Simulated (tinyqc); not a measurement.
Inside a calculation. Method: geometry optimisation on the RHF/sto-6g surface (energies and gradients from PySCF), for OH-, spin multiplicity 1. The basis has no diffuse functions, so it cannot describe the extra electron: this is an exercise in the method, not the real anion. Computed by tinyqc, a small Python program that keeps every step (integrals from PySCF). Settings: charge = -1, multiplicity = 1, basis = sto-6g, optimiser = bfgs, first Hessian = 0.6, largest step = 0.3, iteration cap = 30. Command: `OMP_NUM_THREADS=1 python tinyqc.py 23963 23964 out.jsonl` (the two numbers bound the seeds that draw the settings). One thread of a shared host (Intel(R) Xeon(R) Processor @ 2.60GHz), about 0.4 s of CPU time with the checks.

## Step 1: energy and gradient

positions at the start (bohr):
```
           x         y         z
1O  0.000000  0.000000  0.000000
2H  0.000000  0.000000  1.936969
```

Self-consistent energy and analytic gradient at these positions.

energy = -74.78486141 hartree

gradient (hartree/bohr):
```
             x           y            z
1O  0.00000000  0.00000000   0.03071943
2H  0.00000000  0.00000000  -0.03071943
```

## Step 1: move

Quasi-Newton step p = -H^(-1) g (first H = 0.6 times the unit matrix); steps longer than 0.3 bohr are cut back.

positions after step 1 (bohr):
```
           x         y          z
1O  0.000000  0.000000  -0.051199
2H  0.000000  0.000000   1.988168
```

## Step 2: energy and gradient

As before.

energy = -74.78590764 hartree

gradient (hartree/bohr):
```
             x           y            z
1O  0.00000000  0.00000000  -0.00824074
2H  0.00000000  0.00000000   0.00824074
```

## Step 2: move

inverse Hessian in use (bohr^2/hartree):
```
          1         2         3         4         5         6
1  1.666667  0.000000  0.000000  0.000000  0.000000  0.000000
2  0.000000  1.666667  0.000000  0.000000  0.000000  0.000000
3  0.000000  0.000000  1.490402  0.000000  0.000000  0.176264
4  0.000000  0.000000  0.000000  1.666667  0.000000  0.000000
5  0.000000  0.000000  0.000000  0.000000  1.666667  0.000000
6  0.000000  0.000000  0.176264  0.000000  0.000000  1.490402
```

Quasi-Newton step p = -H^(-1) g (the inverse Hessian comes from BFGS updates; coordinates in the order x, y, z of each atom); steps longer than 0.3 bohr are cut back.

positions after step 2 (bohr):
```
           x         y          z
1O  0.000000  0.000000  -0.040370
2H  0.000000  0.000000   1.977339
```

## Convergence

Stop when the largest gradient component is below 3e-5 hartree/bohr. The inverse Hessian follows the BFGS update with s = step, y = change of gradient.

Course of the optimisation:
```
step   E (hartree)  largest gradient (hartree/bohr)
1     -74.78486141                         3.07e-02
2     -74.78590764                         8.24e-03
3     -74.78600849                         9.91e-04
4     -74.78600991                         3.80e-05
5     -74.78600991                         1.67e-07
```

Final distances (angstrom):
```
pair   distance
2H-1O  1.066216
```

Converged in 5 steps.
